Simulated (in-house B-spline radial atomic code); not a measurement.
Values are calculated unless marked as measured or tabulated.
## Stopping and range of 20 keV Si in Si

The pair potential comes from two frozen, spherical free-atom densities (PBE, B-spline radial code, scalar-relativistic past argon): electrostatics plus the change in Thomas-Fermi kinetic and Dirac exchange energy where they overlap, the recipe behind the universal ZBL potential, which averages such potentials (from solid-state densities) over many pairs. It is written V = (Z1 Z2 e²/r) φ(r/a), with e² = 14.3996 eV·Å and a = 0.46850 Å/(Z1^0.23 + Z2^0.23); ZBL's fit is φ = 0.18175 e^(−3.1998x) + 0.50986 e^(−0.94229x) + 0.28022 e^(−0.4029x) + 0.02817 e^(−0.20162x). Where φ falls below 4e-4 it is continued as an exponential.

The target is taken as amorphous, with density 2.329 g/cm³ (NSM archive of the Ioffe Institute); channelling is ignored. Masses: Si 28.09, Si 28.09 u. Nuclear stopping is S_n = 4π a Z1 Z2 e² M1/(M1 + M2) × s_n(ε), with s_n integrated over impact parameters for each pair. Electronic stopping is Lindhard and Scharff's S_e = Z1^(1/6) 8π e² a0 Z1 Z2/(Z1^(2/3) + Z2^(2/3))^(3/2) × v/v0, with a0 = 0.529177 Å and v = v0 at 24.801 keV/u; it misses the oscillations with Z1 seen in experiment, which reach tens of per cent. Compounds add by atom fraction.

```tsv
target atom	a (Å)	ε at this energy	s_n, this pair	s_n, ZBL potential
Si	0.12766	0.4523	0.3805	0.3465
```

Question: What are the atom density and the stopping powers at entry?

Answer: N = 2.329 × 0.602214/28.09 = 0.04993 atoms/Å³. For Si: S_n = 2264 × 0.3805 = 861.3 eV·Å², S_e = 1.7631 × √20000 = 249.3 eV·Å². Averaged over the target's atoms and times N × 10 Å/nm, the ion loses N S_n = 430 eV/nm to recoils and N S_e = 124 eV/nm to electrons; the nuclear share is 78 %.

Along the track:

```csv
E (keV),N S_n (eV/nm),N S_e (eV/nm)
1,266,27.8
3,362,48.2
6,409,68.2
10,430,88
15,435,108
20,430,124
```

Question: Estimate the path length and the projected range.

Answer: With continuous slowing down the path is the integral of dE/(N (S_n + S_e)). Trapezoids over the table give 39.2 nm, and the stretch below the first row, with stopping taken as √E, adds 2E/(N S) = 6.8 nm: 46 nm in all, against 44.4 nm on a fine grid from 5 eV. Deflections shorten the depth: to first order in the energy passed on, N (S_n + S_e) dR_p/dE = 1 − N S_n (M2/M1) R_p/(2E), summed over the target's atoms, and integrating this on the fine grid gives R_p = 28.4 nm, 0.64 of the path. Lindhard's rule of thumb R/(1 + M2/3M1), with mean M2/M1 = 1.00, gives 33.3 nm. On the ZBL potential the same equation gives 30.7 nm, and the full integral equation, which keeps hard collisions, 32.9 nm.
